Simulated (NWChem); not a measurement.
Correlation energy of B

```
B
```
Charge 0, spin multiplicity 2.

Program: NWChem.

Basis set: cc-pVDZ. Each correlation energy counts from its own Hartree-Fock reference.

The correlated methods keep 1 core orbital frozen. The stability of the SCF solutions was not checked. Open-shell Hartree-Fock references start from PBE0 orbitals. Coupled-cluster values serve here as a point of comparison, not as the truth.

Task: One of these methods gave a correlation energy of -36.5 mHa. Which?
A) CCSD on ROHF
B) SCS-UMP2
C) URI-MP2
D) CCSD on UHF

Result: C, URI-MP2. The others give -41.7 (SCS-UMP2), -58.6 (CCSD on UHF), -61.9 (CCSD on ROHF).
